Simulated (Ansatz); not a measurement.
One change: `CC(CF)CF` becomes `CC(O)CF`.

Ansatz, PBE0-D4/def2-TZVP geometries, multiplicity 1. Each molecule was computed in one conformer, which needn't be the lowest.

| property | `CC(CF)CF` |
| --- | --- |
| size of the dipole moment (PBE/def2-TZVPP) / D | 2.00 |
| HOMO–LUMO gap (ωB97M-V/def2-TZVPP) / eV | 14.09 |
| zero-point energy (PBE0-D4/def2-TZVP) / kJ/mol | 310.1 |
| size of the dipole moment (B3LYP/def2-TZVPP) / D | 2.13 |
| HOMO–LUMO gap (PBE/def2-TZVPP) / eV | 7.83 |
| LUMO energy (PBE/def2-TZVPP) / eV | 0.27 |

Question: What does the change do to each property? (Estimate.)

Answer: Ansatz gave: 
```
                                        property  `CC(O)CF`  shift
  size of the dipole moment (PBE/def2-TZVPP) / D       1.37  -0.63
         HOMO–LUMO gap (ωB97M-V/def2-TZVPP) / eV      13.12  -0.97
  zero-point energy (PBE0-D4/def2-TZVP) / kJ/mol      266.6  -43.5
size of the dipole moment (B3LYP/def2-TZVPP) / D       1.52  -0.61
             HOMO–LUMO gap (PBE/def2-TZVPP) / eV       6.73  -1.10
               LUMO energy (PBE/def2-TZVPP) / eV       0.39   0.12
```

With PBE0 the HOMO rises by 1.16 eV and the LUMO rises by 0.13 eV, so the gap narrows by about 1.03 eV. PBE moves the HOMO by 1.21 eV and ωB97M-V by 1.09 eV. The zero-point energy changes by -43.5 kJ/mol with -6 modes. Dipoles are sizes alone; their direction can turn.

Positive LUMOs are unbound, so they and the gaps depend on the basis.

B3LYP here is the variant with VWN-RPA as its local correlation; programs differ in this.
